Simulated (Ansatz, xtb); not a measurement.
**C4H3ClO: 3 structures ranked**

3 gas-phase structures of C4H3ClO, from a drawn sample of its isomers (lower ones may exist). Each was relaxed with GFN2-xTB; where two conformers were screened, the lower at r2SCAN-D4/def2-SVP is listed:

A. `Clc1ccoc1`, a singlet
B. `Clc1ccco1`, a singlet
C. `O=C=C/C=C\Cl`, a singlet

Question: Which do you expect lowest at r2SCAN-D4/def2-SVP, and how would the others follow?

Answer: Calculated order at r2SCAN-D4/def2-SVP: B (0.0), A (0.7), C (12.7) kcal/mol. Less than 1 kcal/mol parts B and A, so the order within that pair means little.

Energies above the lowest of each column, in kcal/mol; the last columns are at PBE-D3(BJ)/def2-SVP geometries:

| structure | GFN2-xTB | HF/STO-3G | r2SCAN-D4/def2-SVP | PBE-D3(BJ)/def2-SVP | CCSD(T)/def2-SVP + ΔMP2/def2-TZVPP |
| --- | --- | --- | --- | --- | --- |
| B | 0.9 | 0.3 | 0.0 | 0.0 | 0.0 |
| A | 0.0 | 0.0 | 0.7 | 0.6 | 0.4 |
| C | 29.3 | 46.3 | 12.7 | 11.7 | 12.5 |

CCSD(T)/def2-SVP + ΔMP2/def2-TZVPP has A and B within 1 kcal/mol of each other at the bottom, and every level picks one of them. Flexible structures stand in one conformer each, not always the lowest. ΔMP2 is the change of the MP2 energy from the smaller to the larger basis.

Programs: Ansatz 0.2.0, xtb 6.7.1.
